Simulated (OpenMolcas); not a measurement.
**MP2/6-31++G(d,p) (spherical functions, electric field -0.005 a.u., field axis y) run of BHCl2 (SMILES ClBCl)**

What is the energy change on altering one bond length of BHCl2 at MP2/6-31++G** (spherical functions, electric field -0.005 a.u., field axis y)? 

The calculation is run with OpenMolcas 26.06.

8 further runs of the same task are left out: 2 that didn't finish, 6 set aside as unsound or not needed.

## 1. The molecule

The species is BHCl2 (4 atoms), meant as a singlet with charge 0. SMILES: `ClBCl`. The shape is that of a GFN2-xTB optimisation.

Bond lengths: Cl1–B2 1.701 Å, B2–Cl3 1.701 Å, B2–H4 1.174 Å. Angles: Cl1–B2–Cl3 120.2°, Cl1–B2–H4 119.9°, Cl3–B2–H4 119.8°.

## 2. The energy at MP2/6-31++G(d,p) (spherical functions, electric field -0.005 a.u., field axis y)

File calc.inp:

```
&GATEWAY
 BasLib = $CurrDir
 Coord
 4
 angstrom
 Cl      -1.497150      -0.669100      -0.016060
 B        0.010160       0.117640      -0.055190
 Cl       1.368780      -0.598620       0.674810
 H        0.118210       1.150080      -0.603560
 Basis = 6-31ppGss
 Group = NoSym

&SEWARD

&FFPT
 Dipole
 Y 0.005

&SCF
 PrOrbitals = 1 1

&MBPT2
 Frozen = 11
```

The basis set 6-31++G** is read from a file made from the Basis Set Exchange's data (not shown).

Command:

```console
$ export MOLCAS_MEM=1860
$ pymolcas calc.inp > calc.log
```

The program printed:

```text
--- Start Module: gateway ---
[...]
--- Stop Module: gateway /rc=_RC_ALL_IS_WELL_ ---
[...]
      Basis functions           68
[...]
--- Start Module: scf ---
[...]
       Convergence after  10 Iterations
[...]
::    Total SCF energy                               -944.3022537657
[...]
      Total spin, S                                     0.0000000000
[...]
      Total electronic charge=   40.000000
      Total            charge=   -0.000000
[...]
      Dipole Moment (debye):
      Origin of the operator (angstrom)=   -0.0520   -0.5110    0.2662
                   X=  5.2429E-02               Y=  3.5800E-01               Z= -3.1074E-01           Total=  4.7694E-01
      Quadrupole Moment (debye*angstrom):
[...]
--- Stop Module: scf /rc=_RC_ALL_IS_WELL_ ---
[...]
--- Start Module: mbpt2 ---
[...]
WARNING!
Default frozen orbitals as non valence orbitals is overwritten by user input.
Default values:  11
[...]
       Reference weight ( Cref**2 )         =        0.88682
::    Total MBPT2 energy                             -944.6457883182
[...]
      Total MBPT2 calculations                           0.09      0.12
--- Stop Module: mbpt2 /rc=_RC_ALL_IS_WELL_ ---
[...]
```

Wall time 3.6 s (1 thread of Arm Neoverse V1, shared host); peak memory 0.41 GiB.

## 3. The distorted shape at the same level

File calc.inp:

```
>>> EXPORT MOLCAS_PRINT=2
&GATEWAY
BASLIB=$CurrDir
COORD
4
angstrom
Cl      -1.507953      -0.772327       0.038768
B       -0.000643       0.014413      -0.000362
Cl       1.357977      -0.701847       0.729638
H        0.118210       1.150080      -0.603560
BASIS=6-31ppGss
GROUP=NoSym
&SEWARD
&FFPT
DIPOLE
Y 0.005
&SCF
PRORBITALS=1 1
&MBPT2
FROZEN=11
```

The basis set 6-31++G** is read from a file made from the Basis Set Exchange's data (not shown).

Command:

```console
$ export MOLCAS_MEM=1860
$ pymolcas calc.inp > calc.log
```

The program printed:

```text
--- Start Module: gateway ---
[...]
--- Stop Module: gateway /rc=_RC_ALL_IS_WELL_ ---
[...]
      Basis functions           68
[...]
--- Start Module: scf ---
[...]
       Convergence after  10 Iterations
[...]
::    Total SCF energy                               -944.2971535374
[...]
      Total spin, S                                     0.0000000000
[...]
      Total electronic charge=   40.000000
      Total            charge=   -0.000000
[...]
      Dipole Moment (debye):
      Origin of the operator (angstrom)=   -0.0626   -0.6129    0.3204
                   X=  3.5226E-02               Y=  1.8491E-01               Z= -2.2229E-01           Total=  2.9128E-01
      Quadrupole Moment (debye*angstrom):
[...]
--- Stop Module: scf /rc=_RC_ALL_IS_WELL_ ---
[...]
--- Start Module: mbpt2 ---
[...]
WARNING!
Default frozen orbitals as non valence orbitals is overwritten by user input.
Default values:  11
[...]
       Reference weight ( Cref**2 )         =        0.88581
::    Total MBPT2 energy                             -944.6410786038
[...]
      Total MBPT2 calculations                           0.12      0.12
--- Stop Module: mbpt2 /rc=_RC_ALL_IS_WELL_ ---
[...]
```

It took 3.6 s on 1 thread of Arm Neoverse V1, shared host; peak memory 0.41 GiB.

## 4. What came out

At MP2/6-31++G** (spherical functions, electric field -0.005 a.u., field axis y), 11 core orbitals frozen:

| quantity | value |
| --- | --- |
| first shape: total energy | -944.64579 Eh |
| first shape: dipole moment (mean-field density) | 0.48 D |
| first shape: HOMO–LUMO gap (Hartree–Fock orbitals) | 13.59 eV |
| first shape: correlation energy (11 core orbitals frozen) | -343.5 mEh |
| distorted shape: total energy | -944.64108 Eh |
| distorted shape: dipole moment (mean-field density) | 0.29 D |
| distorted shape: HOMO–LUMO gap (Hartree–Fock orbitals) | 13.57 eV |
| distorted shape: correlation energy (11 core orbitals frozen) | -343.9 mEh |
| energy change with the B2–H4 bond stretched from 1.174 to 1.291 Å | 0.128 eV |

With the B2–H4 bond stretched from 1.174 to 1.291 Å the energy rises by 0.13 eV (12.4 kJ/mol). The first shape isn't relaxed at this level, so the change isn't measured from a minimum. Mulliken charges (distorted shape) of the mean-field density run from -0.05 on Cl3 to +0.13 on B2; in a basis this large or diffuse they mean little.
